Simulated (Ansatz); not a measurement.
System: rhombohedral A7 Sb. Method: PBE (PAW; Ansatz, a program for electronic structure).

Settings: plane-wave cutoff 520 eV, 16×16×16 k mesh, Fermi–Dirac smearing 0.05 eV, scalar-relativistic PAW data made under PBE.

Computed at the level's own relaxed cell.

Task: What does this level give for the volume per atom, bulk modulus, lattice parameter a and lattice parameter c?

Result: 
volume per atom: 31.86 Å³/atom
bulk modulus: 29.8 GPa
lattice parameter a: 4.374 Å
lattice parameter c: 11.533 Å

The run finds no gap.

Measured, for comparison: bulk modulus 39.5 GPa (copied from a table, unchecked, extrapolated to 0 K and zero-point effects removed; as tabulated in Lejaeghere et al. (2013), arXiv:1204.2733); lattice constant a 4.301 Å, lattice parameter c 11.232 Å (78 K, zero-point motion not removed; as tabulated in Schiferl, Barrett, J. Appl. Cryst. 2, 30 (1969), COD 9009654). Computed (rounded) less measured: bulk modulus not scored (unchecked), lattice constant a +1.7 %, lattice parameter c +2.7 %.

Note: for a layered or molecular solid the relaxed cell lies over 5 % above the published volume, where the minimum can be shallow; the cell comes from a level without a dispersion term, which matters for the spacing of layers, chains or molecules; the bulk modulus comes from volumes at which shape and atoms were relaxed.

Spin–orbit coupling is not included.

Computed values are for the static lattice.

Computing time: about 15 core-minutes (a rough figure).
